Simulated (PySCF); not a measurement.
Isomers of C4H7N, mass 69.058 u with the commonest isotopes. Computed with PBE0-D3(BJ)/def2-SVP geometry optimisation, gas phase (PySCF 2.14.0). One conformer each, none proved a minimum here; rigid rotors.

Question: Order these by radius of gyration √(Σ m r²/M), largest first.
A. `[CH:1]#[C:2][CH2:3][NH:4][CH3:5]` with C2–C3–N4–C5 -177°
B. `[CH:1]#[C:2][C@@H:3]([CH3:4])[NH2:5]` with C2–C3–N5–H 56° and 173°
C. `[CH2:1]=[CH:2]/[CH:3]=[N:4]\[CH3:5]` with C1–C2–C3–N4 180°
D. `[CH2:1]=[C:2]1[CH2:3][C@@H:4]1[NH2:5]` with C3–C4–N5–H -148° and 93°
E. `[H]/[N:5]=[CH:4]\[C:2](=[CH2:1])[CH3:3]` with C1–C2–C4–N5 180°
F. `[CH2:1]=[CH:2][CH2:3][N:4]=[CH2:5]` with C1–C2–C3–N4 132°, C2–C3–N4–C5 -123°
G. `[NH2:1][C@@H:2]1[CH:3]=[CH:4][CH2:5]1` with H–N1–C2–C3 55° and 174°

Answer: A (1.830 Å), F (1.739 Å), C (1.718 Å), B (1.628 Å), E (1.591 Å), D (1.543 Å), G (1.443 Å).

Question: Order these by out-of-plane moment Σ m c² = (Ia + Ib − Ic)/2, smallest first.
A. `[CH2:1]=[C:2]1[CH2:3][C@@H:4]1[NH2:5]` with C3–C4–N5–H -148° and 93°
B. `[CH:1]#[C:2][CH2:3][NH:4][CH3:5]` with C2–C3–N4–C5 -177° (N-methyl propargyl amine)
C. `[NH2:1][C@@H:2]1[CH:3]=[CH:4][CH2:5]1` with H–N1–C2–C3 55° and 174°
D. `[CH:1]#[C:2][C@@H:3]([CH3:4])[NH2:5]` with C2–C3–N5–H 56° and 173°
E. `[CH2:1]=[CH:2]/[CH:3]=[N:4]\[CH3:5]` with C1–C2–C3–N4 180°
F. `[CH2:1]=[CH:2][CH2:3][N:4]=[CH2:5]` with C1–C2–C3–N4 132°, C2–C3–N4–C5 -123°

Answer: E (1.60 u·Å²), B (3.66 u·Å²), D (7.04 u·Å²), A (8.86 u·Å²), C (9.59 u·Å²), F (12.13 u·Å²).

Question: Order these by rotational constant A, smallest first.
A. `[NH2:1][C@@H:2]1[CH:3]=[CH:4][CH2:5]1` with H–N1–C2–C3 55° and 174°
B. `[CH2:1]=[CH:2]/[CH:3]=[N:4]\[CH3:5]` with C1–C2–C3–N4 180°
C. `[CH:1]#[C:2][CH2:3][NH:4][CH3:5]` with C2–C3–N4–C5 -177° (N-methyl propargyl amine)
D. `[H]/[N:5]=[CH:4]\[C:2](=[CH2:1])[CH3:3]` with C1–C2–C4–N5 180°
E. `[CH2:1]=[C:2]1[CH2:3][C@@H:4]1[NH2:5]` with C3–C4–N5–H -148° and 93°

Answer: D (8556 MHz), E (9640 MHz), A (10679 MHz), B (16514 MHz), C (26937 MHz).

| SMILES | point group | Ia (u·Å²) | Ib (u·Å²) | Ic (u·Å²) | κ | μa (D) | μb (D) | μc (D) |
| --- | --- | --- | --- | --- | --- | --- | --- | --- |
| C#CCNC | – | 18.76 | 216.07 | 227.52 | -0.99 | 0.66 | 0.26 | 0.90 |
| C=C/C=N\C | Cs | 30.60 | 174.85 | 202.26 | -0.94 | 1.52 | 1.57 | 0.00 |
| N[C@@H]1C=CC1 | – | 47.32 | 106.10 | 134.25 | -0.71 | 0.15 | 1.14 | 0.40 |
| C=CCN=C | C1 | 30.42 | 190.57 | 196.72 | -0.99 | 0.08 | 0.94 | 0.92 |
| [H]/N=C\C(=C)C | Cs | 59.07 | 117.23 | 173.13 | -0.51 | 2.42 | 0.88 | 0.00 |
| C#C[C@@H](C)N | C1 | 59.06 | 131.03 | 176.02 | -0.65 | 0.74 | 0.24 | 1.32 |
| C=C1C[C@@H]1N | C1 | 52.43 | 120.86 | 155.57 | -0.71 | 0.90 | 0.23 | 1.09 |
